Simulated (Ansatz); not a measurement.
# CH4Si (triplet): the correlation ladder at distance C1–H5 along a hydrogen transfer = 1.611 Å, cc-pVDZ

Aim: climb from Hartree-Fock through coupled cluster and multireference methods for CH4Si (triplet) at one geometry and basis, and see what each rung misses.

Program: Ansatz 0.2.0, Gaussian basis. Level of theory: cc-pVDZ, correlated electrons: outside noble gas. These are calculated values, not measurements.

The runs, in order: UHF; CCSD(T) on ROHF; CCSD(T) on UHF; BCCD(T) on ROHF; CISD; CCSDT(Q) on ROHF; CCSDT(Q) on UHF; CASSCF and MRCISD+Q, 4 electrons in 4 orbitals; CASSCF and NEVPT2, 4 electrons in 4 orbitals.

**1. The system**

The geometry derives from fragments relaxed apart (PBE0/def2-TZVP) and kept rigid, so it is no stationary point. A hydrogen atom is moved between rigid fragments.

6 atoms, charge 0, spin multiplicity 3.

Atoms are counted from 1 here; the program's logs count them from 0.

Bond lengths: C1–H2 1.090 Å, C1–H3 1.090 Å, C1–H4 1.090 Å, H5–Si6 1.648 Å. Angles: H2–C1–H3 109.5°, H2–C1–H4 109.5°, H3–C1–H4 109.5°.

Geometry (Å):

```tsv
atom	x (Å)	y (Å)	z (Å)
C1	-2.08612	0.00000	0.00000
H2	-2.44932	1.02730	0.00000
H3	-2.44932	-0.51365	0.88967
H4	-2.44932	-0.51365	-0.88967
H5	-0.47512	0.00000	0.00000
Si6	1.17288	0.00000	0.00000
```

In the tables R marks a restricted open-shell determinant and U an unrestricted one; 'pair' is the active space of 4 electrons in 4 orbitals; correlation energies count from the lowest restricted Hartree-Fock solution.

**2. UHF**

Contents of in.yaml:

```yaml
crystal:
  periodic: [false, false, false]
  atoms:
    - {symbol: C, position_ang: [-2.086119, 0.000000, 0.000000]}
    - {symbol: H, position_ang: [-2.449325, 1.027301, 0.000000]}
    - {symbol: H, position_ang: [-2.449325, -0.513650, 0.889668]}
    - {symbol: H, position_ang: [-2.449325, -0.513650, -0.889669]}
    - {symbol: H, position_ang: [-0.475119, 0.000000, 0.000000]}
    - {symbol: Si, position_ang: [1.172881, 0.000000, 0.000000]}
basis:
  gaussian: {orbitals: cc-pVDZ}
magnetization: {spin_polarized: true, initial_magnetization: 2}
hamiltonian: {xc: hf}
output: {orbitals: {seedname: orbitals}}
```

Command:

```
> ansatz run in.yaml --threads 1 --pin off --events-out ev --progress --plain --max-ram 2393MiB
```

After this run come: CCSD(T) on ROHF; CCSD(T) on UHF; BCCD(T) on ROHF; CISD; CCSDT(Q) on ROHF; CCSDT(Q) on UHF; CASSCF and MRCISD+Q, 4 electrons in 4 orbitals; CASSCF and NEVPT2, 4 electrons in 4 orbitals.

Q: Predict the results of all the runs planned. Wanted: correlation energy, RCCSDT(Q); RMP2 from RCCSDT(Q); UMP2 from RCCSDT(Q); RCCSD from RCCSDT(Q); RCCSD(T) from RCCSDT(Q); UCCSD(T) from RCCSDT(Q); UCCSDT(Q) from RCCSDT(Q); NEVPT2 pair from RCCSDT(Q); MRCISD+Q pair from RCCSDT(Q).

The runs gave:

| quantity | value |
| --- | --- |
| correlation energy, RCCSDT(Q) | -7.6101 eV |
| RMP2 from RCCSDT(Q) | +34.50 kcal/mol |
| UMP2 from RCCSDT(Q) | +39.41 kcal/mol |
| RCCSD from RCCSDT(Q) | +6.88 kcal/mol |
| RCCSD(T) from RCCSDT(Q) | +1.19 kcal/mol |
| UCCSD(T) from RCCSDT(Q) | +1.80 kcal/mol |
| UCCSDT(Q) from RCCSDT(Q) | -0.02 kcal/mol |
| NEVPT2 pair from RCCSDT(Q) | +31.15 kcal/mol |
| MRCISD+Q pair from RCCSDT(Q) | +1.33 kcal/mol |
| levels within 1 kcal/mol (43 meV) | RCCSDT, UCCSDT, UCCSDT(Q) |
| T1 diagnostic | 0.029 |

RCCSD(T) misses by +1.19 kcal/mol, 0.7 % of the correlation energy. The restricted determinant is the better start here (+1.19 kcal/mol restricted, +1.80 kcal/mol unrestricted). Of the multireference levels listed MRCISD+Q pair comes nearest (+1.33 kcal/mol). Coupled cluster took another determinant than the lowest Hartree-Fock one. These misses are within one basis and frozen core, not against nature; frozen cores of the runs differ by up to some meV.
